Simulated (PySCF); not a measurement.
**doublet [BN2H5]− at 6 levels**

Wanted: a comparison of 6 runs (UHF/STO-3G, U-wB97M-V/6-311+G**, U-wB97X/6-311+G**, UB2PLYP/6-311+G**, UCAM-B3LYP/6-311+G**, UM06-2X/6-311+G**) of doublet [BN2H5]−. Input form: a Python script.

The calculation is run with PySCF 2.14.0.

1 further run of the same task is left out (set aside as unsound or not needed).

## (1) The structure to begin with

[BN2H5]− has 8 atoms, charge -1, and is taken as a doublet. As SMILES of the parent species, `NBN`. The coordinates come from a PBE0-D4/def2-TZVP relaxation. That shape belongs to the parent species and isn't relaxed for this state.

Bond lengths: N1–B2 1.409 Å, B2–N3 1.409 Å, N1–H4 1.005 Å, N1–H5 1.002 Å, B2–H6 1.200 Å, N3–H7 1.003 Å, N3–H8 1.005 Å. Angles: N1–B2–N3 122.9°, N1–B2–H6 118.5°, N3–B2–H6 118.5°, B2–N1–H4 124.5°, B2–N1–H5 121.9°, B2–N3–H7 121.9°, B2–N3–H8 124.5°, H4–N1–H5 113.6°, H7–N3–H8 113.6°.

## (2) A single-point energy at UHF/STO-3G (run 1)

The input, calc.py:

```python
from pyscf import gto, scf

mol = gto.M(
    atom='''
N     -0.971000     0.516500    -0.581100
B      0.194200     0.386600     0.200500
N      0.848200    -0.845200     0.401400
H     -1.426800    -0.244500    -1.053400
H     -1.423900     1.400900    -0.713700
H      0.649700     1.368600     0.718000
H      1.676700    -0.919800     0.960900
H      0.545000    -1.720300     0.011600
''',
    charge=-1,
    max_memory=1860,
    spin=1,
    basis='sto-3g',
    verbose=4,
)

mf = scf.UHF(mol)
mf.conv_tol = 1e-10
mf.kernel()
if not mf.converged:
    mf = mf.newton().run(mf.mo_coeff, mf.mo_occ)

etot = mf.e_tot
print(f'total energy: {etot:.8f} hartree')
```

Run with:

```bash
$ OMP_NUM_THREADS=1 python calc.py
```

Standard output:

```text
PySCF version 2.14.0

[... 84 lines left out ...]
converged SCF energy = -134.474605514859  <S^2> = 0.75761065  2S+1 = 2.0075962
total energy: -134.47460551 hartree
```

It took 0.7 s on 1 thread of Arm Neoverse V1, shared host; peak memory 0.099 GiB.

## (3) The energy at U-wB97M-V/6-311+G(d,p) (run 2)

The input, input.xyz:

```xyz
8

N     -0.971000     0.516500    -0.581100
B      0.194200     0.386600     0.200500
N      0.848200    -0.845200     0.401400
H     -1.426800    -0.244500    -1.053400
H     -1.423900     1.400900    -0.713700
H      0.649700     1.368600     0.718000
H      1.676700    -0.919800     0.960900
H      0.545000    -1.720300     0.011600
```

The input, input.py:

```python
from pyscf import gto, dft

molecule = gto.Mole()
molecule.atom = 'input.xyz'
molecule.spin = 1
molecule.verbose = 3
molecule.charge = -1
molecule.max_memory = 1860
molecule.basis = '6-311+g**'
molecule.build()

calc0 = dft.UKS(molecule, xc='wb97m-v')
calc0.nlcgrids.level = 1
calc0.grids.level = 5
calc0.conv_tol = 1e-10
calc0.kernel()
if not calc0.converged:
    calc0 = calc0.newton().run(calc0.mo_coeff, calc0.mo_occ)

e_tot = calc0.e_tot
print(f'total energy: {e_tot:.8f} hartree')
```

Run with:

```bash
$ OMP_NUM_THREADS=1 python input.py
```

Standard output:

```text
WARN: HOMO 0.0119476022582692 >= LUMO 0.0119476022582656

converged SCF energy = -137.377990666629  <S^2> = 0.75035725  2S+1 = 2.0003572
total energy: -137.37799067 hartree
```

Wall time 2.7 min (1 thread of Arm Neoverse V1, shared host); peak memory 0.56 GiB.

Runs 3 to 4 aren't shown in full; the table further down has their settings and results.

## (4) A single-point energy at UCAM-B3LYP/6-311+G(d,p) (run 5)

The input, calc.py:

```python
from pyscf import gto, dft

mol = gto.M(
    atom=[
    ('N', (-0.971000, 0.516500, -0.581100)),
    ('B', (0.194200, 0.386600, 0.200500)),
    ('N', (0.848200, -0.845200, 0.401400)),
    ('H', (-1.426800, -0.244500, -1.053400)),
    ('H', (-1.423900, 1.400900, -0.713700)),
    ('H', (0.649700, 1.368600, 0.718000)),
    ('H', (1.676700, -0.919800, 0.960900)),
    ('H', (0.545000, -1.720300, 0.011600)),
],
    max_memory=1860,
    charge=-1,
    basis='6-311+g**',
    verbose=3,
    spin=1,
)

myscf = dft.UKS(mol, xc='cam-b3lyp')
myscf.grids.level = 5
myscf.conv_tol = 1e-10
myscf.kernel()
if not myscf.converged:
    myscf = myscf.newton().run(myscf.mo_coeff, myscf.mo_occ)

e_tot = myscf.e_tot
print('Final energy', e_tot)
```

Run with:

```bash
$ OMP_NUM_THREADS=1 python calc.py
```

Standard output:

```text
WARN: HOMO 0.00199235026948098 >= LUMO 0.00199235026948093

converged SCF energy = -137.386163216185  <S^2> = 0.75012621  2S+1 = 2.0001262
Final energy -137.38616321618537
```

Wall time 48 s (1 thread of Arm Neoverse V1, shared host); peak memory 0.5 GiB.

## (5) A single-point energy at UM06-2X/6-311+G(d,p) (run 6)

The input, job.py:

```python
from pyscf import gto, dft

mol = gto.Mole()
mol.atom = [
    ('N', (-0.971000, 0.516500, -0.581100)),
    ('B', (0.194200, 0.386600, 0.200500)),
    ('N', (0.848200, -0.845200, 0.401400)),
    ('H', (-1.426800, -0.244500, -1.053400)),
    ('H', (-1.423900, 1.400900, -0.713700)),
    ('H', (0.649700, 1.368600, 0.718000)),
    ('H', (1.676700, -0.919800, 0.960900)),
    ('H', (0.545000, -1.720300, 0.011600)),
]
mol.max_memory = 1860
mol.spin = 1
mol.verbose = 4
mol.charge = -1
mol.basis = '6-311+g**'
mol.build()

ks = dft.UKS(mol)
ks.xc = 'm06-2x'
ks.conv_tol = 1e-10
ks.grids.level = 5
ks.kernel()
if not ks.converged:
    ks = ks.newton().run(ks.mo_coeff, ks.mo_occ)

energy = ks.e_tot
print('E(%s) = %.9f' % ('M06-2X', energy))
```

Run with:

```bash
$ OMP_NUM_THREADS=1 python job.py
```

Standard output:

```text
PySCF version 2.14.0

[... 58 lines left out ...]
WARN: HOMO -0.00735363230233332 >= LUMO -0.0073536323023351
[... 58 lines left out ...]
converged SCF energy = -137.387069074395  <S^2> = 0.75102079  2S+1 = 2.0010205
E(M06-2X) = -137.387069074
```

Run time: 92 s. Hardware: 1 thread of Arm Neoverse V1, shared host; peak memory 0.56 GiB.

## (6) The series

```csv
run,level,integration grid,nlc grid,energy (Eh),HOMO energy (eV),LUMO energy (eV),⟨S²⟩,wall time
1,UHF/STO-3G,–,–,-134.474606,8.67,23.42,0.758,0.7 s
2,U-wB97M-V/6-311+G**,5,1,-137.377991,1.50,3.88,0.750,2.7 min
3,U-wB97X/6-311+G**,5,–,-137.403511,1.25,4.37,0.751,50 s
4,UB2PLYP/6-311+G**,5,–,-137.311189,1.90,3.65,0.750,37 s
5,UCAM-B3LYP/6-311+G**,5,–,-137.386163,1.61,3.70,0.750,48 s
6,UM06-2X/6-311+G**,5,–,-137.387069,1.70,3.04,0.751,92 s
```

## (7) Outcome

| quantity | value |
| --- | --- |
| run 6: total energy | -137.38707 Eh |
| run 6: HOMO energy (highest over α and β) | 1.70 eV |
| run 6: LUMO energy (lowest over α and β) | 3.04 eV |
| run 6: ⟨S²⟩ | 0.751 |

Totals of different functionals can't be ranked against each other. In runs 1, 2, 3, 4, 5, 6 the HOMO lies above zero, so the outermost electron may be held by the basis alone. In run 1 the basis is minimal, so the values are rough. All runs together took 6.5 min, the longest 2.7 min.
